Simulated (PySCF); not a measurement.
3-methylenepent-1-yne, C₆H₈.
Structure used (GFN2-xTB), in Å, numbered top down from 1:
```xyz
14
C6H8 angstrom
C      2.1287   -1.3028   -0.5577
C      1.4141   -0.4983   -0.0251
C      0.5478    0.4257    0.6116
C      0.9120    1.6922    0.7931
C     -0.7867   -0.1240    1.0369
C     -1.6365   -0.4969   -0.1773
H      2.7659   -1.9949   -1.0221
H      0.2598    2.4005    1.2760
H      1.8708    2.0583    0.4673
H     -1.3093    0.6212    1.6394
H     -0.6287   -1.0152    1.6505
H     -1.1264   -1.2455   -0.7797
H     -1.8173    0.3793   -0.7967
H     -2.5950   -0.9002    0.1417
```

Closed-shell single points with PySCF (density fitting; grid level 2 and gas phase unless stated) on one GFN2-xTB geometry.

**Question.** Rank these settings by the HOMO energy, lowest first.
A. wB97X-D/ANO-RCC-VDZP, grid level 4, energy threshold 1e-11 Eh
B. PBE0/6-31G-J, start guess huckel
C. revPBE/6-311+G(2d,p), IEF-PCM acetone

**Answer.** A (-8.62 eV), B (-6.79 eV), C (-5.95 eV).

**Question.** Rank these settings by the LUMO energy, lowest first.
A. revPBE/6-311+G(2d,p), IEF-PCM acetone
B. PBE0/6-31G-J, start guess huckel
C. wB97X-D/ANO-RCC-VDZP, grid level 4, energy threshold 1e-11 Eh

**Answer.** A (-1.69 eV), B (-0.29 eV), C (1.29 eV).

All figures of these runs:

| settings | basis functions | SCF cycles | E (Eh) | HOMO (eV) | LUMO (eV) | dipole (D) |
| --- | --- | --- | --- | --- | --- | --- |
| wB97X-D/ANO-RCC-VDZP, grid level 4, energy threshold 1e-11 Eh | 124 | 13 | -233.3458 | -8.62 | 1.29 | 0.50 |
| revPBE/6-311+G(2d,p), IEF-PCM acetone | 210 | 15 | -233.3661 | -5.95 | -1.69 | 0.85 |
| PBE0/6-31G-J, start guess huckel | 104 | 12 | -233.0577 | -6.79 | -0.29 | 0.42 |

wB97X-D ran without the empirical dispersion term, which would shift the total energy alone. Cycle counts include a coarse-grid stage where the run had one. All basis functions are spherical, in the Pople sets too. ANO-RCC sets were contracted for a scalar-relativistic Hamiltonian, but ran non-relativistically here. The structure is a single GFN2-xTB conformer; no vibrational corrections.
